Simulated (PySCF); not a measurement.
Species: C4H10N (charge +1).
Numbering: `[CH3:1][NH2+:2][CH:3]1[CH2:4][CH2:5]1`

Definitions: NICS(0) = −σiso at the ring centroid; NICS(1) = −σiso and NICS(1)zz = −σzz at ±1 Å along the ring normal z. Level: GIAO PBE0/pcSseg-1 (PySCF, non-relativistic, gas phase) on the GFN2-xTB geometry, one conformer.

Ring bond lengths (Å), with Mayer bond orders in brackets: C3–C4 1.497 (0.95), C4–C5 1.499 (0.95), C5–C3 1.497 (0.96).

Task: Give the NICS values of each ring in ppm.

Result: 
```json
{"ring": "C3–C4–C5", "type": "3-membered carbocycle; formal bonds all single", "NICS(0)": "-42.0", "NICS(1), two faces": "-8.2 / -9.0", "NICS(1)zz, two faces": "-19.0 / -23.9", "rms pucker (Å)": "0.00", "centre to ring atoms, mean (Å)": "0.86"}
```

Task: What do they say, and how far can they be read as aromaticity?

Result: 
- C3–C4–C5: mean NICS(1)zz -21.4 ppm, shielded. C3, C4, C5 have four or more neighbours, and the NICS criterion for π rings isn't applied. The two faces differ by 4.9 ppm, so no symmetry operation interchanges them. NICS(0) lies 33 ppm below the mean NICS(1).

Task: Give the inner angles of the rings and the Hirshfeld charges of the ring atoms.

Result: 
- C3–C4–C5: C3 60.1° (+0.031 e), C4 60.0° (-0.060 e), C5 59.9° (-0.061 e); sum 180.0° against 180° for a flat convex ring.

Task: What are the shieldings of the ring atoms and their hydrogens in the same run (means over atoms taken as equivalent)?

Result: 
| atoms | environment | σ isotropic (ppm) | principal values of the symmetric part, first atom (ppm) |
| --- | --- | --- | --- |
| C3 | sp3 carbon bound to nitrogen | 148.9 | 107.0, 126.1, 213.4 |
| C4 (×2) | three-membered-ring carbon | 177.6 | 142.9, 178.9, 212.0 |
| H on C3 | methine hydrogen | 28.80 | 22.5, 27.3, 36.6 |
| H on C4 (×2) | methylene hydrogen | 29.97 | 24.5, 25.0, 40.4 |
| H on C4 (×2) | methylene hydrogen | 30.62 | 25.9, 27.5, 38.7 |

Conformer computed: `[CH3:1][NH2+:2][CH:3]1[CH2:4][CH2:5]1`: C1–N2–C3–C4 -85°.
